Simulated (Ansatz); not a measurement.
Species: C4H5, net charge 0, doublet state. It need not be the lowest isomer of its formula. 
Structure (B3LYP-D3(BJ)/def2-TZVP (Ansatz, an electronic-structure program) minimum search):
```
C
C 1 1.3445
C 1 1.3564 2 151.48
H 2 1.0747 1 149.92 3 0.00
H 3 1.0811 1 121.15 2 180.00
H 3 1.0824 5 118.05 1 -180.00
C 2 1.4870 4 146.10 1 -180.00
H 7 1.0898 2 119.47 4 -73.81
H 7 1.0898 8 113.46 2 -149.46
```
Charge 0, spin multiplicity 2.

Total electronic energies in hartree. Cores are frozen in the correlated levels unless marked. Open shells are spin-unrestricted. No spin-orbit coupling. No relativistic terms. CBS(X,Y): correlation extrapolated as X^-3; Hartree-Fock from the larger set. [CCSD(T)-MP2]/basis is that difference in the basis named.

The UHF reference is spin-contaminated (<S^2> 0.19 over the pure value in the largest basis). 

| level | program | energy (Eh) |
|---|---|---|
| PBE/def2-TZVPD | Ansatz | -155.14658 |
| BLYP-D4/def2-TZVPD | Ansatz + dftd4 | -155.29572 |
| revPBE/def2-TZVPD | Ansatz | -155.31802 |
| r2SCAN/def2-TZVPD | Ansatz | -155.26285 |
| PBE0/def2-SVP | Ansatz | -154.99947 |
| PBE0-D3(BJ)/def2-TZVP | Ansatz + dftd3 | -155.16871 |
| r2SCAN0-D4/def2-TZVPD | Ansatz + dftd4 | -155.24861 |
| CAM-B3LYP-D4/def2-TZVPD | Ansatz + dftd4 | -155.26621 |
| B2GP-PLYP-D3(BJ)/def2-TZVPD | Ansatz + dftd3 | -155.17068 |
| RPA@PBE/cc-pVTZ | Ansatz | -155.31159 |
| RI-MP2/aug-cc-pVTZ | Ansatz | -154.93449 |
| CCSD/aug-cc-pVDZ | Ansatz | -154.84276 |
| CCSD(T)/STO-3G | Ansatz | -152.63946 |
| CCSD(T)/6-31G* | Ansatz | -154.80136 |
| RI-MP2/CBS(cc-pVTZ,cc-pVQZ)+[CCSD(T)-MP2]/cc-pVTZ | Ansatz | -155.0738 |

Totals of different functionals don't rank their quality; only differences between species are comparable.
